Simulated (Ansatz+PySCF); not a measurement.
The numbers below are computed, except where a source is named.
## Several solutions for singlet C4H8

```xyz
12

C     0.0201   -0.6182   -0.6857
C    -0.0212   -0.6244    0.6962
C    -0.0072    0.5691   -1.5860
C    -0.0204    0.5497    1.6195
H     0.0199   -1.6834   -1.1783
H    -0.0341   -1.6664    1.1428
H     0.0076    1.4827   -1.0983
H     0.9223    0.5328   -2.2357
H    -0.8749    0.4615   -2.2711
H    -0.0227    1.4691    1.0925
H    -0.8685    0.4990    2.2945
H     0.8544    0.5031    2.2056
```

Basis set: def2-SVP (spherical functions). Charge 0, multiplicity 1.

UHF was run from several starts with Ansatz (development build ahead of 0.2.0) and PySCF 2.14.0.

```tsv
run	program	start	converged	energy (hartree)	<S²>
A	PySCF	guess minao, instabilities followed	yes	-155.98253	0.12
B	PySCF	guess atom, instabilities followed	yes	-155.98253	0.12
C	PySCF	guess huckel, instabilities followed	yes	-155.98253	0.12
D	Ansatz	atomic start, no search	yes	-155.98212	0.00
E	Ansatz	search for the lowest state	yes	-155.98253	0.12
F	PySCF	guess 1e, instabilities followed	yes	-155.98253	0.12
G	PySCF	program defaults	yes	-155.98212	0.00
H	Ansatz	stability test followed	yes	-155.98253	0.12
```

Which runs reached the lowest solution of this kind, and what is wrong with the others?

A, B, C, E, F, H reached the lowest solution found. Converged but too high: D by 0.01 eV, G by 0.01 eV. Convergence only shows a stationary point, and even a stable one can lie too high; stability tests and further starts are what find lower ones. Caution: the unrestricted determinant is spin contaminated.
